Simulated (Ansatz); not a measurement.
# Worked example: H$_{2}$Ge–B, sextet against H₂Ge–B, quartet

Geometry (PBE0/def2-TZVP stationary point of a quartet), kept for both states (H2Ge–B, quartet: A2; H2Ge–B, sextet: B2):

```
atom   x (Å)    y (Å)    z (Å)
  Ge  0.0000   0.0000   0.2232
   B  0.0000   0.0000  -1.7074
   H  0.0000   1.2593   1.1123
   H  0.0000  -1.2593   1.1123
```

Basis cc-pVDZ; Ansatz 0.2.0. Only valence electrons are correlated (noble-gas cores and the filled d shells of p-block atoms frozen). R marks a restricted (for open shells ROHF) determinant. No spin–orbit coupling is included, and no scalar relativity.

Full CI isn't at hand for all of this; RCCSDTQ serves as the reference, and is uncertain by about the last step of the cluster series.

```csv
level,"E(H2Ge–B, quartet) (hartree)","E(H2Ge–B, sextet) (hartree)"
RCCSD(T),-2101.182781,-2100.946220
PBE,-2102.458115,-2102.221971
r2SCAN,-2102.798723,-2102.568325
RCCSDTQ,-2101.184263,-2100.947551
```

Give the vertical gap, H2Ge–B sextet less H2Ge–B quartet, at each level in eV (1 hartree = 27.2114 eV), and each error against RCCSDTQ.

RCCSDTQ: (-2100.947551 − (-2101.184263)) × 27.2114 = 6.441 eV (the reference)
r2SCAN: (-2102.568325 − (-2102.798723)) × 27.2114 = 6.269 eV, error -0.172 eV
PBE: (-2102.221971 − (-2102.458115)) × 27.2114 = 6.426 eV, error -0.015 eV
RCCSD(T): (-2100.946220 − (-2101.182781)) × 27.2114 = 6.437 eV, error -0.004 eV

Total energies of functionals can't be set beside those of wave-function methods, since they hold the core's correlation and their own absolute errors; only the differences compare.

In so small a basis the reference is far from its limit while semilocal and hybrid functionals are nearer theirs, so the functionals' errors here hold much of the reference's basis and frozen-core error, which can add to them or hide them.

Each level lands on the state that its own search finds. T1 diagnostics of restricted CCSD: 0.023 and 0.031.
